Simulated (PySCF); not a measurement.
## Deprotonation sites of methylsilane

Molecule: `C[SiH3]` (CH6Si). Optimised structure (Å), atoms numbered from 1:
```
C    -0.9813   -0.1127    0.0214
Si    0.8850    0.1055   -0.0304
H    -1.4390    0.5857    0.7384
H    -1.2482   -1.1364    0.3251
H    -1.4253    0.0755   -0.9681
H     1.2423    1.4972   -0.4456
H     1.5005   -0.8471   -1.0054
H     1.4838   -0.1497    1.3161
```

Computed at ωB97X-D3(BJ)/ma-def2-TZVP // PBE0-D3(BJ)/ma-def2-SVP with PySCF (density fitting, grid level 2). Zero-point and thermal terms (298.15 K, 1 bar) come from unscaled PBE0-D3(BJ)/ma-def2-SVP harmonic frequencies, with soft modes damped to free rotors in the entropy.

```csv
site,product,ΔH(acid) / kJ/mol,ΔG(acid) / kJ/mol
C1 (methyl carbon),[CH2-][SiH3],1651,1616
```

ΔH and ΔG refer to AH → A⁻ + H⁺ in the gas phase. Sites whose products fell apart, merged with another or lost in a GFN2-xTB screen aren't listed.

Vertical detachment energies of the anions: `[CH2-][SiH3]` 1.31 eV.

Note: Si2 is not listed: the run failed or kept an imaginary mode, or the ion rearranged or equalled another.

Run with `OMP_NUM_THREADS=1 python redox_run.py task.json out` on 1 thread of Intel Xeon @ 2.80GHz, a shared host. Structures, frequencies and single points: 72 s of wall time.
